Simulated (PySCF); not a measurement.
Gas-phase reaction: 2 SiCl + 3 O = SiOCl2 + SiO2

Computed with PySCF and rigid-rotor harmonic-oscillator thermochemistry at 1 bar. † marks an energy on the PBE0/def2-TZVP geometry and frequencies; other levels use their own. MP2 freezes the core. Open shells (unrestricted): SiCl (multiplicity 2, electronic degeneracy 4), O (multiplicity 3, electronic degeneracy 9); the rest are closed-shell singlets. Spin-orbit splitting is ignored; it lowers the true energy and changes the entropy of SiCl, O. SiOCl2: computed as isolated molecules; such fragments, hydroxides, amides, oligomers or adducts are transient or little studied in the gas. MP2 isn't extrapolated to the basis-set limit; its ΔH°(298 K) is -1700.7 kJ in def2-SVP and -1881.1 kJ in def2-TZVPP. The harmonic model lacks anharmonicity and excited electronic states, which grow with temperature; levels with a mode under 35 cm⁻¹ are left out.

```
level               ΔE electronic, kJ  ΔH°(298 K), kJ  ΔS°(298 K), J/K  ΔG°(2000 K), kJ
------------------  -----------------  --------------  ---------------  ---------------
BLYP/def2-TZVP†                 -1798           -1779             -430             -905
MP2/def2-TZVPP†                 -1901           -1881             -430            -1007
PBE/def2-TZVP†                  -1855           -1835             -430             -961
PBE0/def2-SVP†                  -1638           -1618             -430             -744
PBE0/def2-TZVP                  -1719           -1699             -430             -825
r2SCAN/def2-TZVP†               -1802           -1782             -430             -909
LDA/def2-TZVP†                  -2162           -2142             -430            -1268
ωB97M-V/def2-TZVP†              -1773           -1753             -430             -879
ωB97X-V/def2-TZVP†              -1767           -1747             -430             -873
```
ΔH° is lowest at LDA/def2-TZVP† and highest at PBE0/def2-SVP†. No reference value is set beside these.
